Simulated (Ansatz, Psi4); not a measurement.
## CCl4 (carbon tetrachloride): the atomisation enthalpy at 298 K, rung by rung

The species is CCl4 (5 atoms), meant as a singlet with charge 0. As SMILES, `ClC(Cl)(Cl)Cl`. The coordinates come from a PBE0-D4/def2-TZVP relaxation.

```
atom    x (Å)    y (Å)    z (Å)
  Cl  -0.6680   0.1470   1.6246
   C   0.0000   0.0001  -0.0001
  Cl   1.4420  -1.0127   0.0473
  Cl  -1.1987  -0.7340  -1.0639
  Cl   0.4247   1.5996  -0.6079
```

Quantity: the atomisation enthalpy at 298 K, in kJ/mol. The values are calculated. The thermal term (zero-point and 298 K enthalpy, harmonic and unscaled) is that of PBE0-D4/def2-TZVP; the spin-orbit lowering of the free atoms at 298 K, 13.8 kJ/mol by their spectra, is taken off.

| level | kind | program | value (kJ/mol) | CPU time (all runs) |
| --- | --- | --- | --- | --- |
| SVWN5/def2-SVP | LDA | Psi4 | 1658 | 17 s |
| revPBE/def2-SVP | GGA | Psi4 | 1277 | 24 s |
| TPSS/def2-SVP | meta-GGA | Psi4 | 1278 | 67 s |
| B3LYP/def2-SVP | global hybrid | Psi4 | 1220 | 29 s |
| BHLYP/def2-SVP | global hybrid | Psi4 | 1130 | 28 s |
| M06-2X/def2-SVP | hybrid meta-GGA | Psi4 | ? | 48 s |
| PBE0/def2-SVP | global hybrid | Psi4 | ? | 32 s |
| DSD-PBEP86/def2-SVP (density fitting for correlation) | double hybrid | Psi4 | 1227 | 19 s |

**Question.** Estimate what the levels marked ? give.

**Answer.** As computed at these levels: M06-2X/def2-SVP: 1287 kJ/mol; PBE0/def2-SVP: 1301 kJ/mol. Measured: 1300 kJ/mol (Active Thermochemical Tables). Nearest: PBE0/def2-SVP (+1 kJ/mol); farthest: SVWN5/def2-SVP (+358 kJ/mol). Computed less measured by kind, in kJ/mol (def2-SVP rows): LDA +358; GGA -23; meta-GGA -22; global hybrid -170 to +1; double hybrid -73. Times are those of the runs behind each value, whatever else they computed, on shared processors of several kinds: orders of magnitude only.
